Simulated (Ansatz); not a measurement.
The inner images of a band of C$_{3}$H$_{9}$NO (14 atoms, charge 0, multiplicity 1) are given out of order.

Theory: RKS PBE/def2-mTZVP in Ansatz.

Initial state:

```xyz
14
Properties=species:S:1:pos:R:3
C -1.188 1.327 0.769
O 0.126 1.222 0.234
C 0.770 -0.017 0.552
C 0.308 -1.180 -0.332
N 0.480 -0.978 -1.773
H -1.185 1.204 1.869
H -1.551 2.335 0.526
H -1.889 0.590 0.338
H 0.624 -0.260 1.626
H 1.846 0.165 0.390
H -0.756 -1.398 -0.141
H 0.859 -2.087 -0.030
H 1.480 -0.880 -1.982
H 0.063 -0.072 -2.018
```

Final state:

```xyz
14
Properties=species:S:1:pos:R:3
C -1.336 0.965 1.359
O -0.542 1.422 0.272
C 0.519 0.531 -0.073
C 0.082 -0.701 -0.880
N 1.184 -1.561 -1.324
H -0.716 0.758 2.253
H -2.043 1.770 1.598
H -1.913 0.054 1.117
H 1.064 0.208 0.839
H 1.220 1.127 -0.682
H -0.479 -0.362 -1.765
H -0.611 -1.322 -0.289
H 1.710 -1.903 -0.513
H 1.848 -1.014 -1.883
```

**Question.** Put them in order from the first end to the last, with their energies above the first end.
A.
```xyz
14
Properties=species:S:1:pos:R:3
C -1.336 1.101 1.233
O -0.280 1.363 0.320
C 0.661 0.289 0.241
C 0.174 -0.923 -0.598
N 0.953 -1.253 -1.797
H -0.949 0.905 2.253
H -1.971 1.997 1.260
H -1.960 0.239 0.928
H 0.952 -0.024 1.266
H 1.553 0.721 -0.240
H -0.860 -0.714 -0.919
H 0.128 -1.831 0.025
H 1.920 -1.470 -1.534
H 1.003 -0.430 -2.408
```
B.
```xyz
14
Properties=species:S:1:pos:R:3
C -1.310 1.204 1.100
O -0.174 1.314 0.253
C 0.684 0.171 0.350
C 0.230 -1.025 -0.515
N 0.837 -1.154 -1.844
H -1.009 1.068 2.158
H -1.878 2.140 1.011
H -1.974 0.364 0.821
H 0.783 -0.124 1.415
H 1.674 0.512 0.005
H -0.862 -0.961 -0.649
H 0.415 -1.966 0.028
H 1.848 -1.294 -1.741
H 0.723 -0.277 -2.362
```
C.
```xyz
14
Properties=species:S:1:pos:R:3
C -1.259 1.288 0.947
O -0.044 1.252 0.207
C 0.711 0.059 0.452
C 0.280 -1.120 -0.428
N 0.685 -1.060 -1.836
H -1.066 1.214 2.035
H -1.739 2.252 0.737
H -1.958 0.479 0.665
H 0.650 -0.210 1.527
H 1.760 0.317 0.229
H -0.819 -1.211 -0.393
H 0.676 -2.053 0.005
H 1.710 -1.079 -1.891
H 0.400 -0.156 -2.229
```
D.
```xyz
14
Properties=species:S:1:pos:R:3
C -1.304 0.906 1.431
O -0.472 1.402 0.391
C 0.561 0.498 0.001
C 0.073 -0.741 -0.773
N 1.093 -1.401 -1.595
H -0.714 0.632 2.328
H -1.996 1.715 1.698
H -1.898 0.027 1.120
H 1.157 0.189 0.887
H 1.225 1.084 -0.656
H -0.753 -0.426 -1.431
H -0.339 -1.496 -0.085
H 1.886 -1.689 -1.012
H 1.469 -0.730 -2.275
```
E.
```xyz
14
Properties=species:S:1:pos:R:3
C -1.334 1.000 1.336
O -0.369 1.394 0.371
C 0.625 0.398 0.127
C 0.121 -0.827 -0.675
N 1.030 -1.336 -1.709
H -0.860 0.755 2.307
H -2.010 1.853 1.478
H -1.933 0.129 1.009
H 1.088 0.082 1.086
H 1.404 0.910 -0.463
H -0.821 -0.536 -1.167
H -0.118 -1.666 -0.003
H 1.929 -1.599 -1.291
H 1.236 -0.585 -2.377
```

**Answer.** C (+3.6 kJ/mol), B (+12.1 kJ/mol), A (+16.6 kJ/mol), E (+13.4 kJ/mol), D (+7.8 kJ/mol).

The run took 80 s on 2 threads of Arm Neoverse V1, on a shared host, peak memory 0.16 GiB.
